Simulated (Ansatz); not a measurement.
Total energies of the cluster Si2Cl (the lowest doublet isomer of a short search) from Ansatz at r2SCAN-D4/def2-TZVP, gas phase (1 Eh = 27.2114 eV = 2625.5 kJ/mol). The reference geometry is relaxed at r2SCAN-D4/def2-TZVP.

Cartesian coordinates in Å:
```
Si 0.005 0.007 -0.031
Si -0.338 -0.480 2.021
Cl 0.333 0.473 -1.990
```

```json
{"state": "charge 0 doublet", "geometry": "reference", "energy (Eh)": "-1039.06018"}
{"state": "charge 1 triplet", "geometry": "reference", "energy (Eh)": "-1038.77397"}
{"state": "charge 0 quartet", "geometry": "relaxed at r2SCAN-D4/def2-TZVP", "energy (Eh)": "-1039.05375"}
{"state": "free Si atom (triplet)", "geometry": "–", "energy (Eh)": "-289.34121"}
{"state": "free Cl atom (doublet)", "geometry": "–", "energy (Eh)": "-460.11688"}
```

Q: Work out the vertical ionisation energy to the triplet.

A: E(charge 1 triplet) − E(charge 0 doublet) = -1038.77397 − (-1039.06018) = 0.28621 Eh = 7.79 eV. For comparison, −ε of the highest occupied level of the spin that leaves is 5.18 eV at this level, 2.61 eV less.

Q: Which of the charge 0 states is lowest, and how far above it are the others?

A: The doublet. quartet: -1039.05375 − (-1039.06018) = 0.00643 Eh = 16.9 kJ/mol.

Q: What is the binding energy per atom against free atoms?

A: Atoms: 2 × (-289.34121) + 1 × (-460.11688) = -1038.79930 Eh. Binding: -1038.79930 − (-1039.06018) = 0.26088 Eh = 7.10 eV, or 2.37 eV for each of 3 atoms (no zero-point energy, no counterpoise term).

The structure comes from a short search, and lower isomers may exist.
